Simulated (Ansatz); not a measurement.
Abridged output of a molecular run in Ansatz:

```
Functional definition: HF
1018 factors; integrals over basis functions are off by at most 1.5e-3 eV
mean field evaluation 1: about -7364.3790 eV, gradient 3.5e1 eV
mean field evaluation 2: about -7364.5259 eV, gradient 3.5e1 eV
mean field evaluation 4: about -7367.5989 eV, gradient 4.3e0 eV
mean field evaluation 8: about -7367.6723 eV, gradient 2.1e-1 eV
mean field -7367.67253458 eV, -270.7569716579 hartree, gradient 1.2e-6 eV, S^2 0.000000; 0 other end points of the search recorded, 0 dependent functions left out
5 core orbitals not correlated: weight in the atoms' cores, before any rotation towards them, 1.000 or more for the frozen orbitals, at most 0.000 for the correlated occupied ones
reference -7367.67253458 eV, -270.7569716579 hartree; 15, 15 occupied and 80, 80 virtual orbitals, 1018 factors
second order -20.73090767 eV of doubles, -0.00000000 eV of singles
cycle   1  -21.23881866 eV  change   -5.1e-1 eV  update   1.0e-1
cycle   2  -21.77017329 eV  change   -5.3e-1 eV  update   3.1e-2
cycle   3  -21.91046123 eV  change   -1.4e-1 eV  update   1.6e-2
cycle   4  -21.90973955 eV  change    7.2e-4 eV  update   3.7e-3
cycle   5  -21.90918406 eV  change    5.6e-4 eV  update   1.5e-3
cycle   6  -21.90970846 eV  change   -5.2e-4 eV  update   4.4e-4
cycle   7  -21.90946933 eV  change    2.4e-4 eV  update   1.6e-4
cycle   8  -21.90941371 eV  change    5.6e-5 eV  update   6.0e-5
cycle   9  -21.90942489 eV  change   -1.1e-5 eV  update   2.1e-5
perturbative correction -0.64614563 eV, -0.0237454138 hartree
Total energy: -7390.22810509 eV, -271.5858735855 hartree
```

Its atoms:

Z-matrix (Å, degrees):
```
C
C 1 1.517
H 1 1.091 2 110.6
H 1 1.092 2 110.3 3 120.3
H 1 1.092 2 110.8 3 -119.9
N 2 1.448 1 110.0 3 55.4
H 2 1.095 1 109.3 3 -61.4
H 2 1.095 1 110.5 3 -179.6
C 6 1.238 2 121.8 1 124.4
F 9 1.350 6 125.4 2 0.6
H 9 1.086 6 124.1 2 -179.4
```

Question: Which basis set was used?
A. cc-pV(T+d)Z
B. def2-TZVPP
C. def2-TZVPPD
D. def2-SVP

Answer: D. It gives 100 functions.

Question: Write the keys of the input that set method, charge and spin (a neutral closed shell needs none for the last two).

Answer: 
```yaml
correlation: {method: ccsd_t}
```
